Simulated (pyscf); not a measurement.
H₂O + H₂N–Hf(Cl)(Cl)–Cl -> HO–Hf(Cl)(Cl)–Cl + NH₃ (four-centre exchange; singlet surface; H–O, Hf–N broken, Hf–O, H–N formed). Structures and frequencies: ωB97X-D3(BJ)/def2-SVP in PySCF. Energies in kJ/mol from the separated reactants.

| level | barrier | reaction energy |
|---|---|---|
| ωB97X-D3(BJ)/def2-TZVP | -42.0 | -68.6 |
| PBE/def2-TZVP | (withheld) | (withheld) |
| r²SCAN/def2-TZVP | -42.2 | -72.7 |
| B3LYP-D3(BJ)/def2-TZVP | (withheld) | -70.5 |
| PBE0-D3(BJ)/def2-TZVP | -40.1 | -67.3 |
| ωB97M-D3(BJ)/def2-TZVP | -33.4 | -71.8 |

### Question
Complete the blanks.

### Answer

- PBE/def2-TZVP, barrier: -34.4
- PBE/def2-TZVP, reaction energy: -69.8
- B3LYP-D3(BJ)/def2-TZVP, barrier: -33.5

On the reactant side the descent ends in an adduct with a Hf–O contact, 88.4 kJ/mol under the separated species and 46.4 kJ/mol under the saddle at ωB97X-D3(BJ)/def2-TZVP. On the product side the descent ends in an adduct with a Hf–N contact (not fully relaxed), 109.9 kJ/mol under the separated species and 136.6 kJ/mol under the saddle at ωB97X-D3(BJ)/def2-TZVP. At ωB97X-D3(BJ), PBE, r²SCAN, B3LYP-D3(BJ), PBE0-D3(BJ), ωB97M-D3(BJ) the saddle lies under the separated reactants, which points to a path from their complex (located at ωB97X-D3(BJ) alone). What is counted as formed (Hf–O) is already present as a longer contact in the reactant adduct; forming that adduct is a step of its own. What is counted as broken (Hf–N) persists as a longer contact in the product adduct; parting that adduct is a step of its own. This is the saddle that the search found; another between the same sides may lie lower. Elements past Kr carry the def2 core potentials, without spin-orbit coupling.
